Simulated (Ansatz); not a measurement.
BH$_{2}$ClO, singlet: a nudged elastic band.

Input (in.yaml):

```yaml
crystal:
  periodic: [false, false, false]
  atoms:
    - {symbol: B, position_ang: [-0.079688, 0.265182, -0.309657]}
    - {symbol: Cl, position_ang: [0.945828, 1.282093, 0.706950]}
    - {symbol: O, position_ang: [-0.374690, -0.992292, 0.045977]}
    - {symbol: H, position_ang: [0.020372, -1.264147, 0.881012]}
    - {symbol: H, position_ang: [-0.511822, 0.709166, -1.324283]}
basis:
  gaussian: {orbitals: def2-SVP}
hamiltonian: {xc: pbe0, dispersion: d4}
neb:
  images: 0
  climbing: true
  max_iterations: 30
  initial_path: idpp
  final_atoms:
    - {symbol: B, position_ang: [-0.796070, -0.052390, -1.283750]}
    - {symbol: Cl, position_ang: [1.527356, 0.099765, 2.462702]}
    - {symbol: O, position_ang: [-0.164923, -0.009456, -0.265651]}
    - {symbol: H, position_ang: [0.846891, 0.056491, 1.365977]}
    - {symbol: H, position_ang: [-1.413255, -0.094410, -2.279279]}
```

Launched with

```bash
ansatz run in.yaml --threads 2 --pin off --events-out ev --progress --plain --max-ram 4352MiB
```

Output of Ansatz 0.2.0:

```
Error: invalid value for `neb.images`: must be ≥ 1; got 0
```

Hardware: 2 CPU threads of an Arm Neoverse V1, shared host. Wall time about 0.05 s.


The program refused the input. A band needs at least one image.